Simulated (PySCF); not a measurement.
# Simulated absorption spectrum

Species: C₅H₅Cl.
Numbering: `[CH3:1][C:2]1=[CH:3][C:4]/1=[CH:5]\[Cl:6]` (hydrogens: H7, H8, H9 on C1; H10 on C3; H11 on C5)

Structure used (PBE0-D3(BJ)/def2-SVP), in Å, numbered top down from 1:
```
atom  x, y, z in Å
C1    -1.9347   -0.1118    0.3031
C2    -0.5588    0.3840    0.4341
C3     0.3008    1.3298    0.7775
C4     0.8419    0.1125    0.2459
C5     1.8522   -0.6660   -0.1286
Cl6    3.5093   -0.1406   -0.0052
H7    -2.6696    0.6281    0.6472
H8    -2.1426   -0.3667   -0.7482
H9    -2.0559   -1.0399    0.8839
H10    0.4889    2.3231    1.1771
H11    1.7214   -1.6682   -0.5345
```

The calculation used PySCF, TDDFT B3LYP/def2-SVPD, vertical, gas phase, core orbitals frozen in the response.

Broadening: Gaussians 0.3 eV wide at half height, area fixed by f = 4.319×10⁻⁹ ∫ε dν̃. The width is an assumption, not a result. The curve ends short of the highest state used, and states not computed would add to its high-energy end.

```json
{"E (eV)": "3.55", "ε (L mol⁻¹ cm⁻¹)": "4"}
{"E (eV)": "3.65", "ε (L mol⁻¹ cm⁻¹)": "40"}
{"E (eV)": "3.75", "ε (L mol⁻¹ cm⁻¹)": "252"}
{"E (eV)": "3.84", "ε (L mol⁻¹ cm⁻¹)": "770"}
{"E (eV)": "3.94", "ε (L mol⁻¹ cm⁻¹)": "1488"}
{"E (eV)": "4.04", "ε (L mol⁻¹ cm⁻¹)": "1551"}
{"E (eV)": "4.14", "ε (L mol⁻¹ cm⁻¹)": "874"}
{"E (eV)": "4.24", "ε (L mol⁻¹ cm⁻¹)": "266"}
{"E (eV)": "4.34", "ε (L mol⁻¹ cm⁻¹)": "44"}
{"E (eV)": "4.44", "ε (L mol⁻¹ cm⁻¹)": "4"}
{"E (eV)": "4.54", "ε (L mol⁻¹ cm⁻¹)": "0"}
{"E (eV)": "4.64", "ε (L mol⁻¹ cm⁻¹)": "2"}
{"E (eV)": "4.74", "ε (L mol⁻¹ cm⁻¹)": "9"}
{"E (eV)": "4.84", "ε (L mol⁻¹ cm⁻¹)": "28"}
{"E (eV)": "4.94", "ε (L mol⁻¹ cm⁻¹)": "53"}
{"E (eV)": "5.04", "ε (L mol⁻¹ cm⁻¹)": "95"}
{"E (eV)": "5.13", "ε (L mol⁻¹ cm⁻¹)": "181"}
{"E (eV)": "5.23", "ε (L mol⁻¹ cm⁻¹)": "292"}
{"E (eV)": "5.33", "ε (L mol⁻¹ cm⁻¹)": "275"}
{"E (eV)": "5.43", "ε (L mol⁻¹ cm⁻¹)": "141"}
{"E (eV)": "5.53", "ε (L mol⁻¹ cm⁻¹)": "40"}
{"E (eV)": "5.63", "ε (L mol⁻¹ cm⁻¹)": "13"}
{"E (eV)": "5.73", "ε (L mol⁻¹ cm⁻¹)": "45"}
{"E (eV)": "5.83", "ε (L mol⁻¹ cm⁻¹)": "166"}
```

Question: Locate the maxima and give the states behind the curve.

Answer: 310 nm (4.00 eV), ε about 1600, made up of S1 (100%); 235 nm (5.27 eV), ε about 310, made up of S3 (99%) (ε in L mol⁻¹ cm⁻¹; maxima over ε = 5, shares over 10%). At its high-energy end, 5.83 eV, the curve is still rising (ε about 170, from S4 and S5). The states used: S1 4.00 eV (f 0.018); S2 4.97 eV (f 0.0005); S3 5.27 eV (f 0.0034); S4 5.98 eV (f 0.0034); S5 6.11 eV (f 0.0021); S6 6.43 eV (f 0.0000).

Question: What would ε be at 4.00 eV, the highest of these maxima, with half the width (0.15 eV)?

Answer: About 3280 L mol⁻¹ cm⁻¹ against 1640, a factor of about 2.00; a lone state at its own centre would give exactly 2.

Question: Coming from long wavelengths, where does ε first pass 100 L mol⁻¹ cm⁻¹?

Answer: At about 335 nm (3.70 eV), 0.30 eV below S1.

Question: On this curve, what absorbance would a 10⁻³ mol/L sample give at 254 nm over a 1 cm path?

Answer: 254 nm is 4.881 eV, where ε is about 38 L mol⁻¹ cm⁻¹, so A = ε c l ≈ 0.038 (Beer–Lambert, with the gas-phase spectrum and the assumed width).
